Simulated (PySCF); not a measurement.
Atom-mapped SMILES (the numbers label the heavy atoms): `[CH3:1][CH:2]([CH3:3])[C:4](=[O:5])[Cl:6]`. Hydrogens are named by the atom that carries them.

Level of theory: shieldings: GIAO PBE0/pcSseg-1, coordinates at the GFN2-xTB level, in PySCF 2.14.0 with density-fitted response routines (single conformer, equivalent nuclei averaged, in vacuum, no relativistic terms).

Chemical shifts δ = σref − σ; 13C (σref 186.93), 1H (σref 31.72) against TMS; 17O (σref 336.08) vs H2O; HCl for 35Cl (σref 949.78), all at this level.

```
      atoms  nucleus  count  δ (ppm)
H(C1)/H(C3)       1H      6     1.30
         O5      17O      1        ?
      H(C2)       1H      1     2.73
      C1/C3      13C      2        ?
        Cl6     35Cl      1      450
         C2      13C      1     49.2
         C4      13C      1    188.5
```

Task: Estimate the values marked ?.

Result: 
- C1/C3: 21.6 ppm, methyl carbon; a saturated carbon with 1 carbon neighbour and no heteroatom attached
- O5: 583.2 ppm, carbonyl oxygen

Carbons that carry Cl, above all several Cl atoms, come out too deshielded, partly because spin–orbit coupling is missing. Shifts are as computed. Against solution values, carbons near 30 ppm lie about +3 ppm off and those near 130 ppm about +5 ppm; carbons on Cl a further +6 ppm. Of 1211 compounds with measured shifts, 218 miss one by over three times the rms of a fit or turn the order of signals round; such compounds aren't used in these exercises. Unscaled 17O shifts of doubly bonded oxygen tend to come out too high, by tens of ppm or more. Experimental scales use liquid or dissolved standards, which lie at an offset from isolated H2O (liquid H2O: subtract about 36 ppm).
